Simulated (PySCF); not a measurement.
# SiP⁺ from Hartree–Fock to correlated methods

State: ³Σ⁻ (triplet), unpaired electrons π ↑↑. Set-up: PySCF, spin-free X2C with a Gaussian nucleus, basis sets Si x2c-SVPall, P x2c-SVPall. De refers to Si⁺ + P in their high-spin ground configurations, without counterpoise correction. The functionals are run spin-unrestricted. A positive dipole points towards P; it is taken about the centre of mass and depends on that origin.

| Level | Re (Å) | ωe (cm⁻¹) | De (eV) | μ (D) |
| --- | --- | --- | --- | --- |
| UHF | 2.215 | 515 | 1.33 | -2.52 |
| UHF-MP2 | 2.218 | 527 | 2.16 | n/a |
| UHF-SCS-MP2 | 2.223 | 513 | 2.10 | n/a |
| UHF-CCSD | 2.232 | 500 | 2.18 | n/a |
| UHF-CCSD(T) | 2.240 | 492 | 2.30 | n/a |
| PBE | 2.265 | 474 | 3.22 | -1.69 |
| TPSS | 2.256 | 479 | 3.04 | -1.76 |
| r²SCAN | 2.243 | 492 | 2.93 | -1.79 |
| PBE0 | 2.233 | 505 | 2.93 | -1.87 |
| r²SCAN0 | 2.222 | 513 | 2.72 | -1.93 |
| CAM-B3LYP | 2.219 | 516 | 2.80 | -1.92 |
| B2PLYP | 2.237 | 497 | 2.69 | -2.15 |

(1) Which functional lies closest to UHF-CCSD(T) in De, which farthest, and by how much do they differ from it?

(2) What does the triples do here, going from UHF-CCSD to UHF-CCSD(T)?

(3) What does all correlation do here, going from UHF to UHF-CCSD(T)?

Correlated steps freeze 10 core orbitals. Correlated levels converge slowly with the basis: in double zeta they bind strong bonds too weakly, by up to about 1 eV, and carry superposition errors of some tenths. For an ion De counts to the pair picked by the measured ionisation energies or electron affinities, which need not be the lowest pair at this level. B2PLYP dipoles, levels and charges come from its SCF part alone. The state is the lowest determinant that a PBE0 search found; another state may lie lower at other levels.

The whole job (state search and all levels along the bond) took about 1.6 min on 1 thread of Intel Xeon Platinum 8259CL @ 2.50GHz (shared host), peak memory 0.43 GiB.

Results:

(1) Closest is B2PLYP (-0.3 pm in Re, +1.0 % in ωe, +0.39 eV in De against UHF-CCSD(T) in the same basis), farthest PBE (+2.5 pm in Re, -3.7 % in ωe, +0.92 eV in De). CCSD(T) converges more slowly with the basis than the functionals do and binds too weakly in this one, so the order can change at the basis-set limit.

(2) UHF-CCSD(T) less UHF-CCSD: +0.8 pm in Re, -1.6 % in ωe, +0.12 eV in De. Correlation nearly always deepens the well. The bond lengthens, as in strong covalent bonds, where excitations into antibonding orbitals dominate.

(3) UHF-CCSD(T) less UHF: +2.5 pm in Re, -4.5 % in ωe, +0.97 eV in De. Correlation nearly always deepens the well. The bond lengthens, as in strong covalent bonds, where excitations into antibonding orbitals dominate.
